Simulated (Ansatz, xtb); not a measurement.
C3H6OS: which of two isomers lies lower

Structure I is `CC(=S)CO`, a singlet and structure II is `CSCC=O`, a singlet. Both are isolated molecules in the gas phase, relaxed with B3LYP-D3(BJ)/def2-SVP, each in the lowest conformer that the search found.

I (Å):

```xyz
11

C     0.9484   -0.5381   -0.3624
C     1.5235    0.4323    0.6247
C     0.7528    0.5745    1.9279
O    -0.6405    0.3958    1.8074
S     2.9147    1.2507    0.3851
H     1.5658   -0.6022   -1.2661
H     0.8609   -1.5355    0.1049
H    -0.0825   -0.2475   -0.6233
H     1.0291    1.5296    2.4083
H     1.1122   -0.2315    2.5950
H    -1.0066    1.1799    1.3774
```

II (Å):

```xyz
11

C     0.1980   -0.1502    1.4354
C     1.6954    0.2250   -0.8874
C     0.4852   -0.0383   -1.7467
O    -0.5136    0.6394   -1.7270
S     1.5821   -0.9254    0.5402
H    -0.0577   -0.8272    2.2626
H     0.4939    0.8272    1.8449
H    -0.6786   -0.0260    0.7831
H     1.7208    1.2709   -0.5467
H     2.6290   -0.0335   -1.4091
H     0.5457   -0.9758   -2.3583
```

Energies in hartree; the thermal terms are from B3LYP-D3(BJ)/def2-SVP harmonic frequencies (ideal gas, rigid rotor, one conformer each, 298.15 K, 1 atm) and include the zero-point energy:

```
                              I           II
E, CCSD(T)/def2-SVP  −589.994926  −590.003196
    E, MP2/def2-SVP  −589.919410  −589.927786
  E, MP2/def2-TZVPP  −590.466197  −590.475937
  zero-point energy     0.086832     0.085218
       H(298 K) − E     0.094099     0.092673
       G(298 K) − E     0.056358     0.054659
```

Q: Correct the CCSD(T) difference for the basis set by the MP2 change, then work out ΔE, ΔE₀, ΔH and ΔG for I → II in kJ/mol (1 Eh = 2625.50 kJ/mol) and the equilibrium ratio [II]/[I].

A: 1. Differences II − I: CCSD(T) −0.008270, MP2 in the small set −0.008376, MP2 in the large set −0.009740 Eh.
2. ΔE = −0.008270 + (−0.009740 − (−0.008376)) = −0.009634 Eh = −25.29 kJ/mol.
3. ΔE₀ = ΔE + ΔZPE = −0.009634 + (−0.001614) Eh = −29.53 kJ/mol.
4. ΔH = ΔE + (−0.001426) Eh = −29.04 kJ/mol.
5. ΔG = ΔE + (−0.001699) Eh = −29.75 kJ/mol, so ΔS = (ΔH − ΔG)/T = +2.4 J/(mol K).
6. kT = 0.9442 mEh, so K = [II]/[I] = exp(−ΔG/kT) = exp(+12.00) ≈ 1.6 × 10^5.

Structure II is favoured at this temperature. An error of 4 kJ/mol in ΔG would change K by a factor of 5. GFN2-xTB found them nearly level. Mirror images and further conformers aren't counted.

As drawn, II has 2 C–S, 1 C=O, 1 C–H in place of 1 C–C, 1 C=S, 1 C–O, 1 O–H.

Other levels gave ΔE = +2.0 (GFN2-xTB); −78.2 (HF/STO-3G, GFN2-xTB geometries); −23.7 (r2SCAN-D4/def2-SVP, GFN2-xTB geometries); −29.5 (B3LYP-D3(BJ)/def2-SVP); −28.8 (HF/def2-SVP); −22.0 (MP2/def2-SVP); −21.7 (CCSD(T)/def2-SVP) kJ/mol. The correlated steps freeze 9 core orbitals. Programs: Ansatz 0.2.0, xtb 6.7.1.
